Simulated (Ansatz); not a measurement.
Ideal-gas functions of CH4BCl (`BCCl`) at 600 K and 1 bar, from an Ansatz frequency run at PBE0-D4/def2-TZVP.

Molar mass 62.31 g/mol, point group Cs (symmetry number 1), electronic degeneracy 1, moments of inertia 13.625, 90.43, 101.006 u Å². Harmonic wavenumbers (cm⁻¹, unscaled): 174, 304, 509, 651, 879, 984, 1028, 1154, 1203, 1270, 1384, 2591, 2688, 3046, 3086.

Use S(trans) = R[1.5 ln M + 2.5 ln T − 1.1517]; rotational temperatures θ = 24.2544 K / I; S(rot) = R[ln(√π/σ · √(T³/θAθBθC)) + 1.5]; for each mode x = 1.438777 ν̃/T, S = R[x/(eˣ − 1) − ln(1 − e⁻ˣ)] and H = RT x/(eˣ − 1); 1 cm⁻¹ = 0.0119627 kJ/mol; R = 8.31446 J/(mol·K).

Q: By hand: the entropy, in J/(mol·K).

A: Translation 174.9. Rotation: θ = 1.7801, 0.2682, 0.2401 K, giving 106.0. Vibration, mode by mode: 15.64, 11.12, 7.15, 5.41, 3.50, 2.87, 2.64, 2.08, 1.90, 1.67, 1.34, 0.12, 0.10, 0.05, 0.04, in all 55.6. Electronic 0.0. Sum 336.5 J/(mol·K).

Q: By hand: H − E and G − E in kJ/mol, counted from the electronic energy.

A: Zero-point energy ½ × 20951 × 0.0119627 = 125.3; thermal vibration 19.2; translation, rotation and pV give 4 RT = 20.0. H − E = 164.5 kJ/mol, and G − E = 164.5 − 600 × 336.5/1000 = -37.4 kJ/mol.

Vibration gives 17 % of the entropy.
